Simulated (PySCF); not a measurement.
## Deuteron quadrupole couplings in Si(OMe)H3

Species: Si(OMe)H3, CH6OSi.
Structure used (PBE0-D3(BJ)/def2-SVP), in Å, numbered top down from 1:
```
atom  x, y, z in Å
Si1   -0.3841    0.6188   -1.1170
O2    -0.2908    0.4939    0.5386
C3     0.3486   -0.5574    1.2036
H4    -0.0987   -1.5394    0.9590
H5     0.2497   -0.4029    2.2888
H6     1.4278   -0.6065    0.9651
H7     0.9820    0.7054   -1.7254
H8    -1.1529    1.8579   -1.4084
H9    -1.0816   -0.5698   -1.7042
```

Level: PBE0/pcSseg-1 (PySCF, non-relativistic); Q(2H) = 0.00286 b; rigid geometry, the same for H and D, with no vibrational averaging.

**Question.** Rank these positions by the coupling χzz of a deuteron there, largest first.
A. H6 (hydrogen on carbon)
B. H5 (hydrogen on carbon)
C. H8 (hydrogen on silicon)
D. H9 (hydrogen on silicon)

**Answer.** B (191 kHz), A (184 kHz), C (95 kHz), D (90 kHz).

**Question.** What are Vzz, η and χzz (234.96 MHz × Q × Vzz) at all hydrogens?

**Answer.** 
```
atom  bonded to  bond length (Å)  Vzz (au)     η  χzz (kHz)
  H4         C3            1.106    0.2734  0.09        184
  H5         C3            1.101    0.2842  0.07        191
  H6         C3            1.106    0.2736  0.09        184
  H7        Si1            1.498    0.1346  0.04         90
  H8        Si1            1.487    0.1417  0.03         95
  H9        Si1            1.498    0.1346  0.04         90
```

**Question.** Average by the element that carries the hydrogen.

**Answer.** on C: 186 kHz over 3 positions, mean bond length 1.104 Å; on Si: 92 kHz over 3 positions, mean bond length 1.494 Å.

Isolated species at its PBE0-D3(BJ)/def2-SVP geometry, gas phase. With a basis this small, the couplings can be 20 % off.
